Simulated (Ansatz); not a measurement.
Reaction: C3H6 (SMILES C=CC) → C3H5 (SMILES [CH2]C=C, doublet) + H (doublet) (the C-H bond breaks)
Each species at its own B3LYP-D3(BJ)/def2-TZVP minimum (Ansatz, a program for electronic structure).

Total energies in hartree (Ansatz). UHF or UKS for unpaired electrons; spin-orbit terms are left out. Correlated methods leave the cores frozen. No relativity. Where a partner has so few electrons that a lower coupled-cluster level is exact, that level stands in. The UHF reference of C3H5 ([CH2]C=C, doublet) is spin-contaminated (<S^2> up to 0.20 over the pure value in the sets run).

```tsv
species	HF/cc-pVTZ	CCSD(T)/cc-pVTZ	HF/cc-pVQZ	CCSD(T)/cc-pVQZ	CCSD(T)/cc-pVDZ	CCSDT(Q)/cc-pVDZ
1: C3H6 (SMILES CC=C)	-117.11649	-117.68229	-117.12419	-117.71699	-117.55627	-117.55799
2: C3H5 (SMILES [CH2]C=C, doublet)	-116.51146	-117.03223	-116.51898	-117.06590	-116.91163	-116.91406
3: H (doublet)	-0.49981	-0.49981	-0.49995	-0.49995	-0.49928	-0.49928
```

### Question
Work out the bond dissociation energy (electronic) in kcal/mol: take Hartree-Fock from cc-pVQZ, extrapolate the CCSD(T) correlation energy as X^-3 (X = 3, 4), and add CCSDT(Q) - CCSD(T) in cc-pVDZ. 1 hartree = 627.51 kcal/mol.

### Answer

Species 1: correlation (64·(-0.59280) - 27·(-0.56580))/37 = -0.61250; step -0.00172; E1 = -117.12419 + (-0.61250) + (-0.00172) = -117.73841
Species 2: correlation (64·(-0.54692) - 27·(-0.52077))/37 = -0.56600; step -0.00243; E2 = -116.51898 + (-0.56600) + (-0.00243) = -117.08741
Species 3: correlation (64·(0.00000) - 27·(0.00000))/37 = 0.00000; step +0.00000; E3 = -0.49995 + (0.00000) + (+0.00000) = -0.49995
-1·E1 +1·E2 +1·E3 = 0.15105 hartree = 94.8 kcal/mol.
